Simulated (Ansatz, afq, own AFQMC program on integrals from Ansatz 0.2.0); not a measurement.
**CHSi, quartet in cc-pVDZ, levels against CCSDT(Q)**

```xyz
3

Si    0.0000    0.0000    1.6269
C     0.0000    0.0000   -0.2656
H     0.0000    0.0000   -1.3613
```

Connectivity, by distances: Si–CH.

Basis cc-pVDZ. Noble-gas cores (and the filled d shells of Ga–Kr and In–Xe) are frozen. Integrals, coupled cluster, full CI and functionals: Ansatz 0.2.0; the random walks run on the same integrals in our own AFQMC program. ph-AFQMC/CISD is guided by a CISD state made of CCSD amplitudes; releasing the constraint for a short imaginary time cuts its bias at the price of noise, slowly where states lie close. Error bars are statistical, one sigma.

Determinant: UHF, the one that the program's search chose, which needn't be the lowest solution. The geometry is a point of a scan.

No full CI on the walks' own integrals is used here; CCSDT(Q) serves as the reference and is uncertain by about the last step of the cluster series.

Cautions: lower spins were not checked; unrestricted determinant slightly spin contaminated (⟨S²⟩ 3.81 against 3.75).

The T1 diagnostic is 0.0220. The weight of the determinant in the CISD state is 0.888. The ⟨S²⟩ of the determinant is 3.809 and the size of the correlated space is 9 electrons in 31 orbitals.

Reference: CCSDT(Q), correlation energy -4.941 eV. The released energy is read at 2.40 1/Eh (meV from the phaseless value at times in 1/Eh: -25 ± 11 at 0.24, -16 ± 11 at 0.51, -5 ± 11 at 0.99, 4 ± 13 at 1.62, -23 ± 15 at 2.40).

```
         level  E − E(reference) (kJ/mol)  share of correlation (%)
            HF                      476.7                      0.00
           MP2                      110.6                     76.80
          CCSD                       16.1                     96.62
       CCSD(T)                        3.8                     99.20
         CCSDT                        0.7                     99.84
   ph-AFQMC/HF                  7.2 ± 4.1                     98.48
 ph-AFQMC/CISD                  1.2 ± 0.8                     99.75
released AFQMC                 -1.1 ± 1.4                    100.22
```

A walk keeps the symmetry of its determinant, which the program's search chose and which needn't be the lowest solution, so a lower state of the same spin and another symmetry isn't excluded. Released energies are given only where the last usable release times agree within the noise; a slower fall can still hide under it.
